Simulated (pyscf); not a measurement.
This saddle point was located with ωB97X-D3(BJ)/def2-SVP in PySCF.

```xyz
6

Cl    -0.7498    -0.3597     1.7038
C     -1.6826    -0.8015     0.3466
Cl    -1.4898    -2.3916    -0.2383
Cl    -3.2397    -0.1173     0.2238
F     -0.6309     0.3289    -1.2398
F      0.0631     1.0699    -2.2922
```
Charge 0, spin multiplicity 2.

Surface: doublet, charge 0. Lowest wavenumbers (cm⁻¹): 450i, 58, 58, 163, 163.

Q: What reaction is this the transition state of?

A: Cl–C•(Cl)–Cl + F–F <-> F–C(Cl)(Cl)–Cl + F•, an atom transfer read from left to right: F–F broken and C–F formed. At ωB97M-D3(BJ)/def2-TZVP it lies 0.0 kcal/mol from the left side and +69.6 kcal/mol from the right (each side as separated species at their lowest minima found). This is the saddle that the search found; another between the same sides may lie lower. The angle at the transferred F is 180°. Left out: the spin-orbit lowering of F.
